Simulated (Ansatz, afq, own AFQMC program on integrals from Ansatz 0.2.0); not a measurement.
## Where AFQMC and coupled cluster stand for CN, doublet

```xyz
2

N     0.0000    0.0000    0.0000
C     0.0000    0.0000    1.8360
```

Basis 6-31G. Only valence electrons are correlated. Integrals, coupled cluster, full CI and functionals: Ansatz 0.2.0; the random walks run on the same integrals in our own AFQMC program. ph-AFQMC/CISD is guided by a CISD state made of CCSD amplitudes; releasing the constraint for a short imaginary time cuts its bias at the price of noise, slowly where states lie close. ± is one standard error of the sampling.

Determinant: ROHF, the one that the program's search chose, which needn't be the lowest solution. The geometry is a point of a scan.

Full CI on the same integrals is exact in this basis and with this determinant's frozen core.

Cautions: a spin-contaminated unrestricted determinant lies lower (UHF 3.40 eV lower, ⟨S²⟩ 2.65); the search met a lower determinant of the same kind, perhaps of another symmetry (179 meV lower); strong correlation (T1 0.135, weight of the determinant 0.62, largest double 0.30); (T) is large, 10 % of the CCSD correlation; the released energies are still falling, so no released level is given (meV from the phaseless value at times in 1/Eh: -40 ± 15 at 0.24, -50 ± 10 at 0.51, -81 ± 12 at 0.99, -135 ± 14 at 1.62, -143 ± 24 at 2.40); the ph-AFQMC/CISD walk drifts between its halves (2.1 errors).

```
T1 diagnostic                               : 0.1347
weight of the determinant in the CISD state : 0.619
size of the correlated space                : 9 electrons in 16 orbitals
```

```tsv
level	correlation energy (eV)
MP2	-5.5785
CCSD	-6.6888
CCSD(T)	-7.3498
```

(1) Estimate where full CI lies against CCSD(T) on the same integrals.

(1) 0.77 mEh above CCSD(T).

Reference: full CI, correlation energy -7.329 eV. The cautions show a poor starting determinant, so the rows tell how each method copes with it here, and full CI is the sure value.

```json
{"level": "CCSD(T)", "E − E(reference) (mEh)": "-0.77", "share of correlation (%)": "100.29"}
{"level": "CCSDT", "E − E(reference) (mEh)": "3.60", "share of correlation (%)": "98.66"}
{"level": "CCSDT(Q)", "E − E(reference) (mEh)": "0.20", "share of correlation (%)": "99.92"}
{"level": "CCSDTQ", "E − E(reference) (mEh)": "0.69", "share of correlation (%)": "99.74"}
{"level": "ph-AFQMC/CISD", "E − E(reference) (mEh)": "6.76 ± 0.34", "share of correlation (%)": "97.49"}
```

CCSDT and higher add their correlation energy to the determinant of the CCSD(T) run, since their own runs factorise the integrals more tightly (a shift of under 2 meV).
